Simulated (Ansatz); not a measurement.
C2H4, singlet: the ladder up to full CI

Geometry: MP2(full)/6-31G*, from the G2/97 set.

```xyz
6

C     0.0000    0.0000    0.6675
C     0.0000    0.0000   -0.6675
H     0.0000    0.9228    1.2377
H     0.0000   -0.9228    1.2377
H     0.0000    0.9228   -1.2377
H     0.0000   -0.9228   -1.2377
```

Basis STO-3G; Ansatz 0.2.0. Correlated methods freeze the noble-gas cores, which leaves 12 electrons in 12 orbitals. R marks a restricted (for open shells ROHF) determinant, U an unrestricted one. Active spaces: valence = (12e, 12o) chosen from the atoms' valence shells.

Full CI is exact within this basis and frozen core; it isn't the basis-set limit. The frozen core follows each run's orbitals, which can shift R against U totals by a few meV.

* UHF ⟨S²⟩: 0.300
* T1 diagnostic (RCCSD): 0.0013
* largest doubles amplitude (RCCSD): 0.224

| level | E − E(full CI) (kJ/mol) | share of correlation (%) | wall time |
| --- | --- | --- | --- |
| RHF | 424.7 | 0.00 | – |
| RMP2 | 104.1 | 75.48 | – |
| CISD | 32.4 | 92.38 | 0.21 s |
| RCCSD | 3.2 | 99.26 | – |
| RCCSD(T) | 1.4 | 99.66 | 0.27 s |
| BCCD(T) | 1.4 | 99.66 | 0.37 s |
| RCCSDT | 1.1 | 99.74 | – |
| CISDTQ | 1.1 | 99.75 | 2.4 s |
| RCCSDT(Q) | 0.1 | 99.98 | 0.73 s |
| RCCSDTQ | 0.0 | 100.00 | 4.3 s |

The correlation energy at full CI, counted from RHF, is -4.402 eV. That run took 2.3 s on 1 thread of AMD EPYC 7R13, shared host over 107,952 determinants.

Run but not shown, since their state or frozen core can't be matched to the reference's or they repeat it: UHF, CASSCF (valence space), NEVPT2 (valence space), MRCISD (valence space), MRCISD+Q (valence space).

Times hold each run's SCF and search for its determinant on a shared host, so for small cases they say little of a method's own cost; they ran on 1 thread of AMD EPYC 7R13.

The full-CI state has the irrep Ag of D2h, in the program's axes.

Natural occupations of full CI about the gap: 1.979 1.978 1.975 1.974 1.884 0.117 0.025 0.024 0.023 0.019; effectively unpaired electrons, Σ n²(2−n)², 0.12.

Atomization energy (electronic, same basis, no zero-point term; atoms at the same level, unrestricted beside the R rows where the molecule is a closed shell, with restricted open-shell steps beyond CCSDT(Q)) at full CI: 2443.8 kJ/mol. Errors of other levels:

```json
{"level": "RHF", "error (kJ/mol)": "-318.5"}
{"level": "RMP2", "error (kJ/mol)": "-49.6"}
{"level": "CISD", "error (kJ/mol)": "-32.4"}
{"level": "RCCSD", "error (kJ/mol)": "-3.2"}
{"level": "RCCSD(T)", "error (kJ/mol)": "-1.5"}
{"level": "BCCD(T)", "error (kJ/mol)": "-1.5"}
{"level": "RCCSDT", "error (kJ/mol)": "-1.1"}
{"level": "CISDTQ", "error (kJ/mol)": "-1.1"}
{"level": "RCCSDT(Q)", "error (kJ/mol)": "-0.1"}
{"level": "RCCSDTQ", "error (kJ/mol)": "0.0"}
```

This basis is far from its limit, so the value isn't to be set against a measured one. Truncated CI isn't size-consistent, which counts against it in atomization.
